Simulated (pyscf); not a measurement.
H₂N–SiH(Cl)–Cl (SMILES N[SiH](Cl)Cl) + HF (SMILES F) → H₂N–Si(F)(Cl)–Cl (SMILES N[Si](F)(Cl)Cl) + H₂ (SMILES [H][H]), a four-centre exchange (singlet surface; H–Si, F–H broken, F–Si, H–H formed). PySCF, gas phase, ωB97X-D3(BJ)/def2-SVP geometries. Energies in kcal/mol from the separated reactants.

AM1 to PM7: differences of heats of formation from MOPAC, which are fitted to 298 K values and so differ in kind from electronic energies by zero-point and thermal terms. 

Task: Quick PM3 single points give ΔE‡ = 52.5 kcal/mol and ΔE = -47.8 kcal/mol. What does ωB97M-D3(BJ)/def2-TZVP give, and how far is the quick result from it?

Result: ωB97M-D3(BJ)/def2-TZVP gives ΔE‡ = 25.0 kcal/mol and ΔE = -31.4 kcal/mol. PM3 lies 27.5 kcal/mol over it in the barrier and 16.4 kcal/mol under it in the reaction energy, so on this step it does not hold to within 3.0 kcal/mol. ωB97M-D3(BJ)/def2-TZVP has limits of its own. The same reactants have a lower exit, to NH₃ + F–SiH(Cl)–Cl (barrier +6.7 kcal/mol at ωB97M-D3(BJ)/def2-TZVP, against +25.0 kcal/mol here). One saddle was located; it need not be the lowest between these sides.
